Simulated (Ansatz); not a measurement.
**CH₇BSi (built from SMILES CB[SiH3]): Born-Oppenheimer dynamics**

Aim: follow the atoms for 80 steps of 0.5 fs with a Langevin thermostat, with velocities drawn for 700 K, and see to which side of the barrier the system falls.

Method: revPBE-D4/def2-SVP; program: Ansatz 0.2.0, Gaussian basis.

## 1. Where the work starts

The start, a first-order saddle point found at PBE0-D4 in triple zeta: 10 atoms, charge 0, spin multiplicity 1.

Atoms are counted from 1 here; the program's logs count them from 0.

Bond lengths: B1–Si2 1.918 Å, B1–C3 1.638 Å, B1–H5 1.193 Å, B1–H6 1.239 Å, Si2–H7 1.500 Å, Si2–H8 1.497 Å, C3–H4 1.100 Å, C3–H9 1.097 Å, C3–H10 1.091 Å. Angles: Si2–B1–C3 91.9°, Si2–B1–H5 131.8°, Si2–B1–H6 82.9°, C3–B1–H5 118.8°, C3–B1–H6 112.1°, H5–B1–H6 113.6°, B1–Si2–H7 124.3°, B1–Si2–H8 122.3°, H7–Si2–H8 103.3°, B1–C3–H4 118.8°, B1–C3–H9 105.0°, B1–C3–H10 112.1°, H4–C3–H9 104.2°, H4–C3–H10 107.1°, H9–C3–H10 109.1°.

Geometry (Å):

```mol
CH7BSi
  3D, bonds by distance, orders not assigned

 10  9  0  0  0  0  0  0  0  0999 V2000
   -0.4172    0.3214    0.8178 B   0  0
    1.4315    0.1509    0.3358 Si  0  0
   -0.9013   -0.0018   -0.7134 C   0  0
   -0.2768   -0.6561   -1.3394 H   0  0
   -1.0025    1.1516    1.4428 H   0  0
   -0.1860   -0.7118    1.4607 H   0  0
    1.9552    0.2728   -1.0643 H   0  0
    2.3254   -0.8820    0.9486 H   0  0
   -1.8424   -0.5536   -0.6027 H   0  0
   -1.0862    0.9086   -1.2860 H   0  0
  1  2  8  0
  1  3  8  0
  1  5  8  0
  1  6  8  0
  2  7  8  0
  2  8  8  0
  3  4  8  0
  3  9  8  0
  3 10  8  0
M  END
```

## 2. The run

Input file md/in.yaml:

```yaml
crystal:
  periodic: [false, false, false]
  atoms:
    - {symbol: B, position_ang: [-0.417234, 0.321391, 0.817780]}
    - {symbol: Si, position_ang: [1.431531, 0.150874, 0.335844]}
    - {symbol: C, position_ang: [-0.901265, -0.001793, -0.713356]}
    - {symbol: H, position_ang: [-0.276805, -0.656066, -1.339425]}
    - {symbol: H, position_ang: [-1.002464, 1.151627, 1.442799]}
    - {symbol: H, position_ang: [-0.185969, -0.711804, 1.460677]}
    - {symbol: H, position_ang: [1.955196, 0.272848, -1.064316]}
    - {symbol: H, position_ang: [2.325430, -0.881963, 0.948620]}
    - {symbol: H, position_ang: [-1.842357, -0.553585, -0.602714]}
    - {symbol: H, position_ang: [-1.086163, 0.908571, -1.286008]}
basis:
  gaussian: {orbitals: def2-SVP}
hamiltonian: {xc: {name: revPBE}, dispersion: d4}
md: {n_steps: 80, timestep: 0.5, temperature: 700, ensemble: nvt_langevin, seed: 772, friction: 0.01, initial_velocities: maxwell_boltzmann}
```

Run with:

```console
$ ansatz run in.yaml --threads 2 --pin off --events-out ev --progress --plain --max-ram 4352MiB
```

What does the calculation give? Wanted: temperature at the start; mean temperature, second half; lowest and highest potential energy, from the first frame; largest change of potential + kinetic.

The runs gave:

| quantity | value |
| --- | --- |
| length | 80 steps, 40.0 fs |
| temperature at the start | 630 K |
| mean temperature, second half | 845 K |
| lowest and highest potential energy, from the first frame | -414 and 318 meV |
| largest change of potential + kinetic | 221.5 meV |

The system runs downhill by 0.41 eV, and that energy turns into motion. The thermostat trades energy with the molecule, so the sum of potential and kinetic energy isn't conserved: it changes by -44 meV over the run. The mean temperature of the second half is still well above the 700 K set. The instant temperature ranges from 386 to 978 K, as energy passes between motion and strain. Under Langevin the temperature counts 3N degrees of freedom, more than the drawn velocities fill, so it starts at 630 K, not 700 K.
